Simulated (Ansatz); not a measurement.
Born–Oppenheimer molecular dynamics of C2H3S (6 atoms, charge 1, multiplicity 1). It starts from a relaxed structure.

These are results of UKS BLYP-D4/STO-3G (Ansatz), not measurements.

```
ensemble        : NVT, Langevin thermostat
time step       : 0.5 fs
steps asked     : 266
set temperature : 3000 K
friction        : 0.02 /fs
masses          : H 2.014 u
seed            : 993259
```

Frames 2.5 fs apart, positions in Å, forces in eV/Å.

Velocities at 10.0 fs (Å/ps):

```
C -3.31 -15.36 -20.90
C 6.37 13.19 2.90
S -4.71 0.96 -3.44
H 20.45 -2.49 -21.22
H -8.36 -32.15 12.98
H -12.86 -54.01 -49.39
```

```xyz
6
Properties=species:S:1:pos:R:3:forces:R:3 time_fs=10.0 energy_less_start_eV=1.327 T=1835
C -0.631 -0.002 -0.886 -0.07 -1.99 5.04
C 0.224 -0.067 0.179 -3.65 -0.40 -3.66
S 1.133 -0.718 1.332 2.10 3.47 2.07
H -1.663 -0.514 -0.725 0.81 1.44 -0.65
H -0.056 0.038 -1.763 0.73 0.47 -3.38
H 1.428 0.798 1.675 0.07 -2.99 0.58
6
Properties=species:S:1:pos:R:3:forces:R:3 time_fs=12.5 energy_less_start_eV=1.351 T=1378
C -0.635 -0.041 -0.920 2.88 -0.64 5.85
C 0.226 -0.041 0.177 -4.96 -0.45 -5.39
S 1.115 -0.718 1.326 1.77 0.39 1.65
H -1.589 -0.531 -0.780 -1.82 0.27 -0.21
H -0.051 -0.050 -1.782 1.11 0.39 -3.67
H 1.370 0.629 1.581 1.01 0.04 1.76
6
Properties=species:S:1:pos:R:3:forces:R:3 time_fs=15.0 energy_less_start_eV=1.592 T=970
C -0.623 -0.070 -0.921 5.92 0.48 1.34
C 0.210 -0.036 0.155 -3.67 -0.84 -4.07
S 1.098 -0.717 1.324 0.36 -4.50 0.14
H -1.543 -0.527 -0.812 -4.12 -0.78 0.05
H -0.030 -0.087 -1.875 -0.65 0.39 -0.41
H 1.329 0.496 1.535 2.16 5.26 2.96
6
Properties=species:S:1:pos:R:3:forces:R:3 time_fs=17.5 energy_less_start_eV=1.262 T=1804
C -0.583 -0.105 -0.911 0.21 -0.72 -4.27
C 0.177 -0.034 0.117 0.56 -1.38 1.06
S 1.083 -0.722 1.314 -0.41 -3.48 -0.81
H -1.594 -0.548 -0.836 -0.95 0.59 -0.28
H -0.021 -0.079 -1.966 -1.37 0.21 1.58
H 1.339 0.491 1.539 1.97 4.78 2.72
6
Properties=species:S:1:pos:R:3:forces:R:3 time_fs=20.0 energy_less_start_eV=1.114 T=1828
C -0.556 -0.152 -0.922 -6.20 -1.40 -8.09
C 0.160 -0.031 0.070 4.49 -1.60 6.67
S 1.066 -0.734 1.318 0.01 2.42 -0.78
H -1.717 -0.534 -0.874 2.36 1.37 -0.27
H -0.056 -0.045 -1.988 -1.07 -0.13 1.32
H 1.405 0.612 1.602 0.41 -0.65 1.15
6
Properties=species:S:1:pos:R:3:forces:R:3 time_fs=22.5 energy_less_start_eV=1.180 T=1772
C -0.559 -0.199 -0.949 -6.71 -0.71 -4.87
C 0.168 -0.027 0.050 3.80 -1.77 6.07
S 1.050 -0.738 1.324 0.52 4.86 -0.35
H -1.762 -0.448 -0.922 2.71 0.82 0.02
H -0.147 0.015 -1.948 0.13 -0.09 -1.04
H 1.437 0.744 1.700 -0.45 -3.11 0.17
6
Properties=species:S:1:pos:R:3:forces:R:3 time_fs=25.0 energy_less_start_eV=1.190 T=2168
C -0.587 -0.231 -0.983 -1.12 0.51 1.41
C 0.197 -0.038 0.069 -0.22 -1.91 0.83
S 1.037 -0.734 1.331 1.21 4.84 0.78
H -1.697 -0.327 -0.969 -0.25 -0.05 0.34
H -0.196 0.074 -1.914 1.12 0.34 -2.90
H 1.452 0.834 1.830 -0.74 -3.74 -0.47
6
Properties=species:S:1:pos:R:3:forces:R:3 time_fs=27.5 energy_less_start_eV=1.719 T=1538
C -0.618 -0.258 -1.007 8.21 2.17 1.44
C 0.231 -0.059 0.108 -4.10 -1.07 -4.29
S 1.026 -0.720 1.335 2.35 3.36 2.88
H -1.625 -0.230 -1.021 -5.74 -0.13 0.59
H -0.183 0.128 -1.989 0.04 -0.79 0.32
H 1.447 0.840 1.971 -0.77 -3.54 -0.94
6
Properties=species:S:1:pos:R:3:forces:R:3 time_fs=30.0 energy_less_start_eV=1.478 T=2643
C -0.607 -0.279 -1.014 4.63 3.04 0.01
C 0.261 -0.082 0.120 -5.65 0.24 -6.69
S 1.025 -0.701 1.339 3.24 1.20 4.73
H -1.693 -0.129 -1.061 -1.11 -0.34 0.92
H -0.201 0.124 -2.100 -0.28 -1.48 2.42
H 1.455 0.681 2.091 -0.83 -2.66 -1.40
6
Properties=species:S:1:pos:R:3:forces:R:3 time_fs=32.5 energy_less_start_eV=1.658 T=2972
C -0.579 -0.289 -1.010 -0.05 4.23 -1.53
C 0.273 -0.089 0.103 -5.17 1.08 -6.33
S 1.024 -0.674 1.346 2.69 -2.20 4.15
H -1.806 0.015 -1.082 3.10 -1.38 1.20
H -0.234 0.112 -2.186 -0.14 -1.75 3.41
H 1.471 0.432 2.161 -0.44 0.01 -0.89
6
Properties=species:S:1:pos:R:3:forces:R:3 time_fs=35.0 energy_less_start_eV=1.942 T=2355
C -0.539 -0.272 -1.011 -2.80 4.12 -2.78
C 0.260 -0.089 0.059 -1.79 1.01 -1.84
S 1.023 -0.651 1.368 -0.32 -6.08 -1.01
H -1.812 0.088 -1.005 3.66 -1.70 0.78
H -0.280 0.116 -2.177 0.19 -1.65 2.96
H 1.470 0.210 2.207 1.06 4.31 1.89
6
Properties=species:S:1:pos:R:3:forces:R:3 time_fs=37.5 energy_less_start_eV=1.601 T=3295
C -0.509 -0.238 -1.017 -5.27 2.42 -3.15
C 0.229 -0.088 0.006 3.38 0.71 4.99
S 1.024 -0.643 1.397 -1.66 -4.81 -2.99
H -1.671 0.106 -0.866 1.88 -1.36 0.24
H -0.356 0.082 -2.079 0.91 -0.77 -0.32
H 1.536 0.141 2.310 0.76 3.81 1.23
```

Of the whole run (133 fs, mean temperature of the second half 4252 K): The mean temperature of the second half is 42 % above the set value. A run of 0.13 ps of so small a system gives no equilibrium averages. Limits of this set-up: minimal basis, the dipole of an ion depends on the origin.

Run time: 4.7 min on 1 thread of Arm Neoverse V1, with other jobs on the host, peak memory 0.18 GiB.
